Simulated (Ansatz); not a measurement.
α-phase Ga, treated with rVV10 in Ansatz (PAW).

Settings: plane-wave cutoff 520 eV, 14×14×12 k mesh (along the axes of the cell as run), Fermi–Dirac smearing 0.05 eV, scalar-relativistic PAW data made under PBE.

Response to compression and expansion:

Shape and atoms are relaxed at each volume.

| V (Å³/atom) | P (GPa) | c (Å) | a (Å) |
|---|---|---|---|
| 20.214 | 1.90 | 4.579 | 4.576 |
| 20.635 | 0.89 | 4.606 | 4.616 |
| 21.056 | 0.00 | 4.639 | 4.649 |
| 21.478 | -0.79 | 4.672 | 4.682 |
| 21.899 | -1.48 | 4.702 | 4.715 |

Note: the bulk modulus comes from volumes at which shape and atoms were relaxed.

Ansatz is a program for electronic structure.
